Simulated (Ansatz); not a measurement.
# CH3NSi: functionals against CCSD(T) at one geometry

A test off equilibrium: a structure displaced at random from a GFN2-xTB minimum is computed at several levels, and each is set against CCSD(T).

Method: single points in def2-TZVPP; program: Ansatz 0.2.0, Gaussian basis.

Cores are frozen in the correlated methods.

### Step 1. Where the work starts

SMILES `NC#[SiH]`, 6 atoms, charge 0, spin multiplicity 1.

Atoms are counted from 1 here; the program's logs count them from 0.

Bond lengths: N1–C2 1.293 Å, N1–H4 1.085 Å, N1–H5 1.036 Å, C2–Si3 1.798 Å, Si3–H6 1.399 Å. Angles: C2–N1–H4 122.9°, C2–N1–H5 123.5°, H4–N1–H5 110.1°, N1–C2–Si3 142.8°, C2–Si3–H6 123.0°.

As a file:

```xyz
6

N    -0.49880    0.20640   -1.05160
C    -0.09500   -0.23180    0.09600
Si    0.96360    0.17230    1.49170
H    -1.48350    0.63430   -1.20640
H    -0.10260   -0.10890   -1.95510
H     1.13720   -0.68010    2.58680
```

### Step 2. CCSD(T)/def2-TZVPP

run/in.yaml reads:

```yaml
crystal:
  periodic: [false, false, false]
  atoms:
    - {symbol: N, position_ang: [-0.498800, 0.206400, -1.051600]}
    - {symbol: C, position_ang: [-0.095000, -0.231800, 0.096000]}
    - {symbol: Si, position_ang: [0.963600, 0.172300, 1.491700]}
    - {symbol: H, position_ang: [-1.483500, 0.634300, -1.206400]}
    - {symbol: H, position_ang: [-0.102600, -0.108900, -1.955100]}
    - {symbol: H, position_ang: [1.137200, -0.680100, 2.586800]}
basis:
  gaussian: {orbitals: def2-TZVPP}
correlation: {method: ccsd_t}
output: {forces: true}
```

No record of the launch command was kept for these runs.

### Step 3. PBE0-D4/def2-TZVPP

Edit run/in.yaml of step 2 so:

```diff
@@ -11,3 +11,3 @@
   gaussian: {orbitals: def2-TZVPP}
-correlation: {method: ccsd_t}
-output: {forces: true}
+hamiltonian: {xc: pbe0, dispersion: d4}
+output: {forces: true, orbitals: {seedname: orbitals}}
```

### Step 4. wB97M-V/def2-TZVPP

Edit run/in.yaml of step 3 so:

```diff
@@ -11,3 +11,3 @@
   gaussian: {orbitals: def2-TZVPP}
-hamiltonian: {xc: pbe0, dispersion: d4}
-output: {forces: true, orbitals: {seedname: orbitals}}
+hamiltonian: {xc: {name: wB97M-V}}
+output: {forces: true}
```

### Step 5. r2SCAN-D4/def2-TZVPP

Edit run/in.yaml of step 4 so:

```diff
@@ -11,3 +11,3 @@
   gaussian: {orbitals: def2-TZVPP}
-hamiltonian: {xc: {name: wB97M-V}}
+hamiltonian: {xc: r2scan, dispersion: d4}
 output: {forces: true}
```

### Step 6. PBE-D4/def2-TZVPP

Edit run/in.yaml of step 5 so:

```diff
@@ -11,3 +11,3 @@
   gaussian: {orbitals: def2-TZVPP}
-hamiltonian: {xc: r2scan, dispersion: d4}
+hamiltonian: {xc: pbe, dispersion: d4}
 output: {forces: true}
```

### Step 7. CAM-B3LYP-D4/def2-TZVPP

Edit run/in.yaml of step 6 so:

```diff
@@ -11,3 +11,3 @@
   gaussian: {orbitals: def2-TZVPP}
-hamiltonian: {xc: pbe, dispersion: d4}
+hamiltonian: {xc: {name: CAM-B3LYP}, dispersion: d4}
 output: {forces: true}
```

### Step 8. LC-wPBE/def2-TZVPP

Edit run/in.yaml of step 7 so:

```diff
@@ -11,3 +11,3 @@
   gaussian: {orbitals: def2-TZVPP}
-hamiltonian: {xc: {name: CAM-B3LYP}, dispersion: d4}
+hamiltonian: {xc: {name: LC-wPBE}}
 output: {forces: true}
```

(Steps that only read results are left out.)

Before running it: what results should come out? Wanted: energy less free atoms, CCSD(T)/def2-TZVPP; RMS force component; RMS force error; HOMO and LUMO, PBE0-D4; T1 diagnostic.

**Answer**, as computed:

| quantity | value |
| --- | --- |
| energy less free atoms, CCSD(T)/def2-TZVPP | -19.126 eV |
| RMS force component | 1.533 to 1.650 eV/Å over the methods |
| RMS force error | PBE0-D4 0.360, wB97M-V 0.315, r2SCAN-D4 0.285, PBE-D4 0.321, CAM-B3LYP-D4 0.391, LC-wPBE 0.421 eV/Å |
| HOMO and LUMO, PBE0-D4 | -5.85 and -1.36 eV |
| T1 diagnostic | 0.039 |

**Reading.** Against CCSD(T) the functionals' energies less atoms differ by -1.725 to -0.250 eV, PBE-D4 by -1.725 eV. The reference is not at the basis limit: in triple zeta CCSD(T) underbinds, which counts against methods that bind more; the gaps are no ranking. For forces r2SCAN-D4 does best and LC-wPBE worst. Frozen-core CCSD(T) forces in triple zeta carry basis errors of their own, and this is one geometry, so small gaps rank nothing. The T1 diagnostic is large here, over the usual mark for main-group molecules (transition-metal compounds often pass it harmlessly), so CCSD(T) itself may be off. The restricted Hartree–Fock reference is unstable towards an unrestricted one at one or more of these structures.
